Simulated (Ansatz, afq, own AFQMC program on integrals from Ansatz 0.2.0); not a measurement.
Two steps: Ansatz 0.2.0 writes the Fock matrix and Cholesky factors of the valence space, and afq projects on them the lowest state that overlaps trial and start.

```yaml
crystal:
  periodic: [false, false, false]
  atoms:
    - {symbol: Hf, position_ang: [0.000000, 0.000000, 0.000000]}
    - {symbol: Ge, position_ang: [0.000000, 0.000000, 1.991000]}
basis:
  gaussian: {orbitals: def2-SVP}
magnetization: {spin_polarized: true, initial_magnetization: 2}
correlation: {method: ccsd_t, electrons: outside_noble_gas, hamiltonian_folder: ham}
```

```sh
$ ansatz run in.yaml --threads 1 --pin off --events-out ev --progress --plain --max-ram 1382MiB
```

afq runs on the folder ham with

```
--method phaseless --trial cisd --walkers 60 --populations 1 --least-time 40 --time-step 0.005 --steps-per-block 50 --equilibration-blocks 40 --max-blocks 300 --target-error 0.00034 --factor-cut 1e-05 --start spin_pure --seed 9075 --release-times 0.24,0.6,1.2,2,3,4.2 --release-step 0.04 --release-every 4 --taylor-order 6
```

Times are imaginary, in 1/Eh. The walk had a cap of 2591 s. Filled inner d shells are frozen with the cores. Core potentials past Kr, no spin–orbit coupling.

Log:

```
orbitals 46  electrons 5 3  factors 419 of 637
reference energy -2122.31936728 Eh
CCSD correlation -0.15953302 Eh in 13 cycles, weight of the determinant in the CISD state 0.8177
energy of the start -2122.470753 Eh
 block  time / (1/Eh)  mean weight  energy / Eh
     1     0.250  0.9997  -2122.472436
     2     0.500  0.9998  -2122.475266
     3     0.750  0.9995  -2122.478703
     4     1.000  0.9987  -2122.477868
     5     1.250  1.0000  -2122.479801
     8     2.000  0.9990  -2122.488506
    17     4.250  1.0006  -2122.486507
    41    10.250  0.9989  -2122.513277
    65    16.250  1.0025  -2122.503459
    81    20.250  0.9989  -2122.475052
    89    22.250  1.0003  -2122.485921
   113    28.250  1.0006  -2122.488861
   137    34.250  0.9992  -2122.495225
   161    40.250  0.9995  -2122.486556
   185    46.250  0.9986  -2122.487017
   209    52.250  0.9992  -2122.482733
   233    58.250  1.0004  -2122.487335
   257    64.250  0.9970  -2122.491994
   281    70.250  0.9995  -2122.494549
   305    76.250  1.0015  -2122.488318
   329    82.250  1.0009  -2122.492569
   337    84.250  0.9996  -2122.482918
blocks merged  error / Eh  count
     1  0.000347  300
     2  0.000443  150
     4  0.000545  75
     8  0.000569  37
    16  0.000647  18
    32  0.000672  9
released: time / (1/Eh)  energy / Eh  error  mean overlap
  0.24  -2122.489687  0.000606  1.0012
  0.60  -2122.490592  0.000662  0.9932
  1.20  -2122.490438  0.000676  0.9921
  2.00  -2122.491680  0.001027  0.9816
  3.00  -2122.492219  0.001415  0.9755
  4.20  -2122.489932  0.001372  1.0199
energy -2122.489486 +/- 0.000647 Eh
(rows thinned)
```

The run passed its tests (sampling time, drift between the halves within three errors, error under three times the target), which doesn't prove that it has relaxed.

Against this walk (error 17.6 meV) on the same determinant: CCSD(T) 18.4 meV higher (within the noise), CCSDT(Q) 53.1 meV lower. The error is statistical and leaves out the bias of the constraint. The determinant has ⟨S²⟩ = 2.21, so the low cluster orders mix in higher spin (the high orders can go on to a lower state of that spin), while the walk starts as a pure triplet. None of these is a sure reference here. Released to 2.00 1/Eh the energy moves by -60 ± 33 meV (both errors), within twice the noise.

Cautions: constraint bias not in the error; error above the target (17.6 against 9.3 meV); no spin-orbit coupling; no relativity below Rb; outer-core shells of the metal frozen; inner d shell frozen; lower spins were not checked; higher spins were not checked; strong correlation (T1 0.063, weight of the determinant 0.82, largest double 0.07); (T) is large, 6 % of the CCSD correlation; unrestricted determinant spin contaminated (⟨S²⟩ 2.21 against 2.00); the bias of populations of 60 walkers isn't removed.

The walk took 10 min on 1 thread of Intel(R) Xeon(R) 6975P-C (Granite Rapids) (shared host). The log's last line is the phaseless energy.

CCSDT and higher add their correlation energy to the determinant of the CCSD(T) run, since their own runs factorise the integrals more tightly (a shift of under 2 meV). A walk keeps the symmetry of its determinant, which the program's search chose and which needn't be the lowest solution, so a lower state of the same spin and another symmetry isn't excluded.
